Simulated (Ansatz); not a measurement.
Predict the output of the script below (the Python package of Ansatz (0.2.0)).

Script `methods.py`:
```python
"""One geometry of C3H2O, method by method."""

import ansatz as az

config = {
    "basis": "cc-pVDZ",
}

GEOMETRY = """
C    -0.32830    1.02980   -1.00780
C    -0.08290    0.22760   -0.21920
C     0.24420   -0.78190    0.72930
O    -0.31600   -1.79050    0.85640
H    -0.64800    1.80960   -1.75140
H     1.17310   -0.55870    1.34660
"""

geometry = az.Crystal.molecule()
for line in GEOMETRY.strip().splitlines():
    symbol, *xyz = line.split()
    geometry = geometry.atom(symbol, [float(v) for v in xyz])

job = geometry.calculation().basis(gaussian=config["basis"]).scf(lower_state_search="off")

methods = ["mp2", "ccsd", "ccsd_t"]
batch = az.Session.batch([job.correlation(m).input() for m in methods])
reports = sorted(batch.plan().execute().molecular_reports, key=lambda each: each["member"])
print(f"Hartree-Fock reference {reports[0]['reference_energy_ev'] / 27.211386246:.6f} Ha")
best = reports[-1]["free_energy_ev"] - reports[-1]["reference_energy_ev"]
for method, each in zip(methods, reports):
    gained = each["free_energy_ev"] - each["reference_energy_ev"]
    print(f"{method:8s} total {each['free_energy_ev'] / 27.211386246:.6f} Ha  correlation {gained:9.4f} eV  ({100 * gained / best:.1f} % of the last)")
```

```console
$ python methods.py
Hartree-Fock reference -189.546558 Ha
mp2      total -190.089621 Ha  correlation  -14.7775 eV  (92.7 % of the last)
ccsd     total -190.111466 Ha  correlation  -15.3719 eV  (96.4 % of the last)
ccsd_t   total -190.132700 Ha  correlation  -15.9497 eV  (100.0 % of the last)
```

These settings explore the input space; basis and method may be short of convergence. The geometry is a force-field or estimated start, not a minimum of this method, and the basis set is short of its limit. A lower total doesn't mark the better method: functionals have no common bound, and MP2 and coupled cluster aren't variational. Inner cores stay frozen, so this is valence correlation.
